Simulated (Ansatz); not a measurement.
Cubic BN was calculated with G0W0@HSE06 in Ansatz (hard PAW, contour deformation).

The cell has the measured lattice parameters. Conventional cell: a = 3.6160 Å, b = 3.6160 Å, c = 3.6160 Å, α = 90.00°, β = 90.00°, γ = 90.00°.

The quasiparticle gap at Γ at a fixed k mesh 4×4×4:

```
response cutoff          value (eV)
-----------------------  ----------
200 eV, 139 empty bands      11.626
250 eV, 195 empty bands      11.694
300 eV, 256 empty bands      11.734
400 eV, 394 empty bands      11.782
```

**Question.** Taking the value to converge with the response cutoff E as E^(−3/2), extrapolate from the last two rows.

**Answer.** With y = y∞ + c/w and weights w = 5196 and 8000 for the last two rows, y∞ = (w2 y2 − w1 y1)/(w2 − w1) = (8000 × 11.782 − 5196 × 11.734)/2804 = 11.871 eV, which lies 0.089 beyond the last row. Successive pairs of rows give 11.865, 11.861, 11.871. The limit also hangs on the law assumed, so its last digits aren't firm.

The other settings are not extrapolated, so this is the limit in one setting alone.

At the last cutoff the smallest gap on this mesh is 6.78 eV, with an edge away from Γ.

Note: GW on a hybrid start was not checked against another program.

Ansatz is a program for electronic structure.
